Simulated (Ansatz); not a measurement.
Cost and result for the atomization energy of `NCN` (9 atoms, 8 bonds).

Cartesian coordinates in Å:
```
N 0.3798 -1.1072 -0.6537
C -0.4944 -0.1411 -0.0411
N 0.1724 1.1049 0.3210
H 0.9218 -0.6571 -1.3824
H 1.0375 -1.4781 0.0208
H -0.9851 -0.6404 0.8062
H -1.2816 0.1157 -0.7561
H -0.5041 1.8258 0.5437
H 0.7537 0.9774 1.1415
```

Charge 0, multiplicity 1. All single points use the PBE0-D4/def2-TZVP geometry. It is one conformer, not always the lowest. Program: Ansatz. All runs use 2 threads of an Arm Neoverse V1 on a shared host. Times are those of one run each, without the atoms' runs, and a repeat can differ threefold. Electronic energies, without spin–orbit coupling; frozen cores. CCSD(T)/CBS adds CCSD(T) − MP2 in def2-TZVPP to the MP2 limit, and its time is that of the two runs behind it. T1 = 0.009. B3LYP takes the VWN-RPA correlation (the form of Gaussian; ORCA's B3LYP/G). HSE06 is the plane-wave form, built on full-range PBE exchange.

CCSD(T)/CBS is a level of theory with its own doubt, some kJ/mol a heavy atom from the limit and from the frozen cores, so smaller differences don't rank the functionals.

```
                            level  functions  atomization (kcal/mol)  difference from CCSD(T)/CBS  per bond
                   MP2/def2-QZVPP        351                   748.6                         -4.3      -0.5
              HSE06-D4/def2-TZVPP        177                   754.7                          1.8       0.2
               BLYP-D4/def2-TZVPP        177                   759.4                          6.5       0.8
               CCSD(T)/def2-TZVPP        177                   729.6                        -23.3      -2.9
                 CCSD(T)/def2-SVP         72                   702.7                        -50.2      -6.3
                B97M-V/def2-TZVPP        177                   750.4                         -2.5      -0.3
              BHLYP-D4/def2-TZVPP        177                   730.9                        -22.0      -2.8
  PBE-D4/def2-TZVPP (with forces)        177                   771.4                         18.5       2.3
B3LYP-D4/def2-TZVPP (with forces)        177                   758.0                          5.1       0.6
                CCSD(T)/CBS(def2)          –                   752.9                          0.0       0.0
               ωB97X-V/def2-TZVPP        177                   756.1                          3.2       0.4
           LDA (SPW92)/def2-TZVPP        177                   868.1                        115.2      14.4
          CAM-B3LYP-D4/def2-TZVPP        177                   760.3                          7.4       0.9
```

Problem. Order the runs by time, with rough figures. (An estimate is asked.)

Solution. The calculation gave: LDA (SPW92)/def2-TZVPP 0.95 s; BLYP-D4/def2-TZVPP 1.6 s; CCSD(T)/def2-SVP 1.6 s; PBE-D4/def2-TZVPP (with forces) 1.9 s; BHLYP-D4/def2-TZVPP 2 s; HSE06-D4/def2-TZVPP 2.1 s; CAM-B3LYP-D4/def2-TZVPP 2.2 s; B3LYP-D4/def2-TZVPP (with forces) 2.6 s; ωB97X-V/def2-TZVPP 6 s; B97M-V/def2-TZVPP 7.5 s; MP2/def2-QZVPP 14 s; CCSD(T)/def2-TZVPP 33 s; CCSD(T)/CBS(def2) 47 s.

The D4 term adds +3.8 kcal/mol with B3LYP and +1.9 kcal/mol with PBE0; it sums over pairs of atoms, weighted by their polarisabilities, and B3LYP, whose exchange is more repulsive, gets the larger term. From PBE to PBE0 (25 % exact exchange), in def2-TZVPP and without D4, the atomization energy moves by −16.9 kcal/mol: exact exchange takes away binding that semilocal exchange gives to molecules. At CCSD(T), def2-SVP lies −50.2 kcal/mol from the extrapolated value and def2-TZVPP −23.3 kcal/mol: correlation converges slowly with the basis, and small sets miss more of it in the bonded molecule than in its fragments.
